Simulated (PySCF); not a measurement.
## B₂ at ROHF-MP2

Computed with ROHF-MP2; B jorge-DZP-DKH; spin-free X2C with a Gaussian nucleus (PySCF 2.14).

```json
{
  "state": "triplet, unpaired electrons π ↑↑",
  "bond length": "167.1 pm",
  "harmonic wavenumber": "734 cm⁻¹",
  "force constant": "1.75 mdyn/Å",
  "rotational constant Be": "1.096 cm⁻¹",
  "anharmonicity ωexe": "39.1 cm⁻¹",
  "vibration–rotation constant αe": "0.0379 cm⁻¹",
  "well depth De to B + B": "0.02 eV",
  "dissociation energy D0": "-0.02 eV"
}
```

Correlated steps freeze 2 core orbitals. The bond is weak. Basis-set superposition, not corrected here, can be much of De in a small basis, most of all at correlated wavefunction levels. The state was picked by a PBE0 search and need not be the measured ground state.
